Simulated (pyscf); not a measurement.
This saddle point was located with ωB97X-D3(BJ)/def2-SVP in PySCF.

```xyz
17

Si    -0.6549     1.7086    -0.7467
O     -1.3492     0.2252    -0.9473
Si    -1.3089    -1.3970    -0.5756
O     -0.8670     2.2301     0.8094
Si    -1.1158     1.5550     2.3129
H      0.9632     1.4090    -0.9670
H     -1.3092     2.6742    -1.6682
H     -2.6372    -1.9750    -0.9157
H     -0.2510    -2.0819    -1.3641
H     -1.0552    -1.5771     0.8819
H     -2.3674     0.7455     2.3144
H      0.0345     0.6785     2.6731
H     -1.2353     2.6603     3.3002
F      2.0483    -0.3139    -1.9527
C      2.0693     0.4196    -0.8375
F      1.6407    -0.3221     0.2033
H      3.0661     0.8493    -0.6393
```
Charge 0, spin multiplicity 2.

Surface: doublet, charge 0. Lowest wavenumbers (cm⁻¹): 1393i, 30, 42, 48, 61.

Task: Which two sides does it connect, and which bonds change?

Result: H₃Si–O–SiH₂–O–SiH₃ + F–CH•–F ⇌ H₃Si–O–SiH•–O–SiH₃ + F–CH₂–F, a hydrogen abstraction read from left to right: H–Si broken and C–H formed. At ωB97M-D3(BJ)/def2-TZVP it lies +10.0 kcal/mol from the left side and +17.7 kcal/mol from the right (each side as separated species at their lowest minima found). This is the saddle that the search found; another between the same sides may lie lower. The angle at the transferred H is 146°.
